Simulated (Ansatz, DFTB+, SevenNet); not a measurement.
**Elastic constant C11 of rhombohedral A7 Bi: levels of theory against measurement**

Reference value: 69.3 GPa (measured, 4 K, zero-point motion not removed; as tabulated in Arnaud et al. (2016), arXiv:1602.08959).

```csv
level (code),value (GPa),cell (Å³/atom)
GFN1-xTB as cut by DFTB+,113,34.30
SevenNet-0,62.4,35.92
LDA (Ansatz),78.5,33.50
PBE (Ansatz),[?],36.92
PBEsol (Ansatz),73.4,34.43
```

Problem. Some entries are withheld; supply them.

Solution. 
- PBE (Ansatz, a first-principles code), value (GPa): 63.5

Differences against the reference: GFN1-xTB as cut by DFTB+ +63 %, SevenNet-0 -10.0 %, LDA +13.3 %, PBE -8.4 %, PBEsol +5.9 %.

Once the reference is moved by up to 5.0 % (a margin picked here for doubts on the reference and the settings, and for temperature and zero-point motion) and values within 1.7 % count as equal, the nearest can be PBEsol (+5.9 %), PBE (-8.4 %) or SevenNet-0 (-10.0 %). Among them GFN1-xTB as cut by DFTB+ (+63 %) misses by most. Within 20 %: SevenNet-0, LDA, PBE, PBEsol.

The reference isn't brought to a static lattice, while the calculations are for one, so the differences are not the levels' errors alone.  Density-functional levels without +SOC have no spin–orbit coupling. GFN1-xTB as cut by DFTB+: the method was fitted mainly to molecules. GFN1-xTB as cut by DFTB+: codes differ in how they cut the long-range tail of xTB's charge interaction in a crystal, so the value belongs to this code. LDA: LDA has no dispersion term either, though it tends to give short spacings of layers, chains or molecules. PBE, PBEsol: the cell comes from a level without a dispersion term, which matters for the spacing of layers, chains or molecules. Each level is taken at its own relaxed cell. Ansatz's density-functional and Hartree–Fock values are scalar-relativistic unless marked +SOC, with PAW data made under PBE.

Machine-learned potentials (SevenNet-0) are trained on DFT data: a solid inside that data is no test of them.

Differences are worked out from the printed values.
